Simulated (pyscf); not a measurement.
# Multi-bond step: H₃C–C(CH₃)(OH)–Ag -> H₃C–C(=O)–CH₂–Ag + H₂

Gas phase, singlet surface, charge 0. Bonds broken: Ag1–C3, O2–H6, C4–H7. Bonds formed: Ag1–C4, H6–H7. Structures and frequencies: ωB97X-D3(BJ)/def2-SVP in PySCF.

Transition state (Å):

```xyz
12

Ag     0.1129     2.2554    -0.3584
O      0.8669    -0.2355     0.8826
C     -0.1993     0.1611     0.2237
C     -1.2467     0.6151     1.1068
C     -0.6097    -0.6728    -0.9776
H      0.1083    -0.8121     1.8135
H     -0.8569    -0.7534     2.0541
H     -0.9816     1.2125     1.9819
H     -2.2893     0.6813     0.7668
H     -0.8872    -1.6752    -0.5987
H     -1.4674    -0.2466    -1.5216
H      0.2346    -0.8019    -1.6700
```

One imaginary mode, 1671i cm⁻¹; descent along it reached the two sides named.

```json
[
 {"bond": "Ag1–C3", "change": "breaks", "reactant side (Å)": "2.121", "saddle": "2.196", "product side": "2.9"},
 {"bond": "O2–H6", "change": "breaks", "reactant side (Å)": "0.970", "saddle": "1.332", "product side": "2.410"},
 {"bond": "C4–H7", "change": "breaks", "reactant side (Å)": "1.112", "saddle": "1.709", "product side": "5.1"},
 {"bond": "Ag1–C4", "change": "forms", "reactant side (Å)": "3.0", "saddle": "2.586", "product side": "2.117"},
 {"bond": "H6–H7", "change": "forms", "reactant side (Å)": "2.433", "saddle": "0.996", "product side": "0.762"}
]
```

Electronic energies relative to the reactant's lowest minimum found (kcal/mol):

| level | barrier | reaction energy | reverse barrier |
|---|---|---|---|
| ωB97X-D3(BJ)/def2-TZVP | 64.9 | +8.1 | 56.8 |
| PBE/def2-TZVP | 53.7 | +8.8 | 44.9 |
| r²SCAN/def2-TZVP | 56.7 | +9.4 | 47.4 |
| B3LYP-D3(BJ)/def2-TZVP | 59.4 | +7.4 | 52.0 |
| PBE0-D3(BJ)/def2-TZVP | 60.2 | +11.1 | 49.1 |
| M06-2X/def2-TZVP | 63.5 | +8.5 | 55.0 |
| ωB97M-D3(BJ)/def2-TZVP | 63.4 | +7.9 | 55.5 |
| HF/def2-TZVP | 78.6 | -0.8 | 79.4 |

With ωB97M-D3(BJ)/def2-TZVP energies and thermal terms (ideal gas, 1 atm, RRHO with modes under 100 cm⁻¹ raised to 100, one conformer, R ln 2 for chiral ones without a mode under 150 cm⁻¹), in kcal/mol:

```
T (K)   ΔH‡   ΔG‡    ΔH     ΔG
-----  ----  ----  ----  -----
298    57.6  58.0  +1.7   -7.6
600    57.4  58.4  +2.4  -17.3
900    57.3  58.9  +2.6  -27.2
1200   57.3  59.5  +2.4  -37.1
```

The products may also form a dative adduct at H₃C–C(=O)–CH₂–Ag; it and routes through it were not searched. From the product side, •H₂C–C(CH₃)=O + Ag• + H₂ lies, by one bond made or cut, 13.2 kcal/mol under this saddle at ωB97M-D3(BJ). H₃C–C(CH₃)(OH)–Ag lies 5.7 kcal/mol over its isomer H₃C–CH(CH₃)–O–Ag (electronic energy, ωB97M-D3(BJ)). This is the saddle that the search found; another between the same sides may lie lower. Elements past Kr carry the def2 core potentials, without spin-orbit coupling.
